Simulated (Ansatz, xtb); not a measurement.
System: C$_{3}$H$_{10}$N, net charge 1, singlet state. It need not be the lowest isomer of its formula. 
Geometry from a B3LYP-D3(BJ)/def2-TZVP (Ansatz, a first-principles code) optimisation:
```xyz
14

N     -0.0006     0.0010     0.3402
C     -0.0008     1.4328    -0.1074
C      1.2418    -0.7160    -0.0989
C     -1.2404    -0.7177    -0.1036
H      0.0012     1.4506    -1.1944
H      0.8901     1.9222     0.2774
H     -0.8938     1.9210     0.2740
H      1.2619    -0.7295    -1.1858
H      1.2182    -1.7312     0.2884
H      2.1090    -0.1857     0.2856
H     -1.2565    -0.7313    -1.1905
H     -2.1098    -0.1887     0.2778
H     -1.2168    -1.7329     0.2838
H     -0.0025     0.0039     1.3618
```
Charge +1, spin multiplicity 1.

Harmonic wavenumbers from GFN2-xTB (xtb, at its own minimum), cm⁻¹: 182, 253, 254, 386, 387, 458, 857, 994, 994, 1020, 1035, 1035, 1204, 1204, 1220, 1300, 1300, 1413, 1413, 1429, 1438, 1448, 1448, 1461, 1462, 1468, 3052, 3053, 3053, 3056, 3056, 3056, 3057, 3062, 3062, 3198.

Q: Give the harmonic wavenumbers at B3LYP-D3(BJ)/def2-TZVP (Ansatz, finite differences of forces, unscaled).

A: 186, 256, 256, 394, 394, 454, 798, 965, 965, 1056, 1056, 1076, 1251, 1251, 1280, 1426, 1426, 1454, 1454, 1477, 1492, 1492, 1493, 1508, 1508, 1519, 3077, 3077, 3081, 3170, 3170, 3171, 3173, 3175, 3175, 3427 cm⁻¹. Zero-point energy 85.2 kcal/mol.

Q: From these and the geometry, give the ideal-gas thermochemistry at 298.15 K and 1 atm (rigid rotor, harmonic oscillator).

A: Point group C3v, rotational symmetry number 3. Rotational constants 8.1, 8.1, 4.7 GHz. S(trans) 38.20, S(rot) 22.28, S(vib) 9.29, S(elec, spin only) 0.00, S 69.8 cal/(mol K). H(298) - H(0) 4.11 kcal/mol; G - E(el) 68.5 kcal/mol.
